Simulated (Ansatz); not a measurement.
Consider the atomization: `CCCCCCC` → 7 C• + 16 H•.

Isolated molecules relaxed with PBE0-D4/def2-TZVP in Ansatz; ΔE leaves out vibrations. CCSD(T)/CBS adds triple-zeta CCSD(T) − MP2 to the extrapolated MP2 energy (def2 sets, frozen cores). This one scheme is used for every species, atoms too. Functionals use def2-TZVPP. B3LYP here is the variant with VWN-RPA as its local correlation; programs differ in this. Open shells (•) are unrestricted, without spin–orbit coupling. Spin–orbit coupling would lower the free atoms: a little for C. Each species was taken in one conformer, which may not be the lowest.

`CCCCCCC`:

```xyz
23

C    -0.100    1.218   -3.071
C     0.062    2.061   -1.817
C    -0.468    1.399   -0.551
C     0.277    0.138   -0.141
C    -0.230   -0.457    1.162
C     0.510   -1.716    1.583
C    -0.005   -2.301    2.886
H     0.473    0.290   -3.015
H     0.240    1.759   -3.958
H    -1.149    0.949   -3.230
H     1.120    2.309   -1.676
H    -0.456    3.015   -1.958
H    -0.421    2.119    0.274
H    -1.531    1.162   -0.685
H     0.200   -0.617   -0.930
H     1.346    0.367   -0.044
H    -1.300   -0.681    1.067
H    -0.150    0.293    1.960
H     1.579   -1.491    1.676
H     0.429   -2.464    0.786
H    -1.063   -2.565    2.808
H     0.094   -1.583    3.706
H     0.543   -3.203    3.168
```

Task: What is ΔE at CCSD(T)/CBS? (Best estimate.)

Result: Computed: +9137.6 kJ/mol.

Task: What do these levels give: PBE-D4, BLYP-D4, B3LYP-D4, BHLYP-D4, ωB97X-V, PBE, BLYP, r2SCAN, LC-ωPBE, HF/def2-QZVPP, HF/CBS(def2), CCSD/CBS(def2)? (Estimate.)

Result: The calculation gave: PBE-D4 9281.8, BLYP-D4 9078.8, B3LYP-D4 9146.7, BHLYP-D4 8971.6, ωB97X-V 9149.0, PBE 9238.8, BLYP 8983.8, r2SCAN 9141.9, LC-ωPBE 9132.5, HF/def2-QZVPP 6987.7, HF/CBS(def2) 6988.8, CCSD/CBS(def2) 9041.0 kJ/mol.

Largest T1 diagnostic among the species: 0.009.

From PBE to PBE0 (25 % exact exchange), in def2-TZVPP and without D4, ΔE moves by −73.5 kJ/mol: exact exchange takes away binding that semilocal exchange gives to molecules. The D4 term adds +67.5 kJ/mol with B3LYP and +36.2 kJ/mol with PBE0; it sums over pairs of atoms, weighted by their polarisabilities, and B3LYP, whose exchange is more repulsive, gets the larger term. In def2-TZVPP, CCSD(T) changes the Hartree–Fock value by +1976.2 kJ/mol (the triples alone add +96.6 kJ/mol) and MP2 by +2039.0 kJ/mol; breaking electron pairs costs correlation energy, which Hartree–Fock lacks.

For atomizations the MP2-based limit and the directly extrapolated one differ by several kJ/mol either way, and by 10 to 25 for some Ge, Se and Sn compounds, so smaller differences from it don't rank the levels.
